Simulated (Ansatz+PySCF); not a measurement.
Values are calculated unless marked as measured or tabulated.
Input for Ansatz (development build ahead of 0.2.0):

```yaml
crystal:
  periodic: [false, false, false]
  atoms:
    - { symbol: O, position_ang: [0.0, 0.41962, 0.50176] }
    - { symbol: O, position_ang: [0.0, -0.41962, -0.50176] }
    - { symbol: H, position_ang: [0.0, -0.18921, 1.35524] }
    - { symbol: H, position_ang: [0.0, 0.18921, -1.35524] }
basis:
  gaussian: { orbitals: cc-pVTZ }
total_charge: 1
magnetization:
  initial_magnetization: 1
hamiltonian:
  xc: hf
correlation:
  method: mp2
  frozen_orbitals: { H: 0, O: 1 }
output:
  forces: true
```

The input is written out in the form of the current development build from the run's settings. Correlation on restricted open-shell orbitals is semicanonical, with singles.

Results

- Converged: yes
- Reference energy: -150.46330 hartree
- Correlation energy: -0.48619 hartree
- Total energy: -150.94950 hartree
- Spin squared of the determinant: 0.750
- Stability test: minimum among restricted orbitals

Forces (eV/Å):
```tsv
atom	Fx	Fy	Fz
O1	0.000	-6.423	-8.127
O2	0.000	8.176	4.850
H3	0.000	0.054	-0.058
H4	0.000	-1.807	3.335
```

Caution: forces differ strongly between restricted and unrestricted references; MP2 on this radical cation hangs on the determinant chosen; the determinant breaks the point group; another reference gives a lower total.
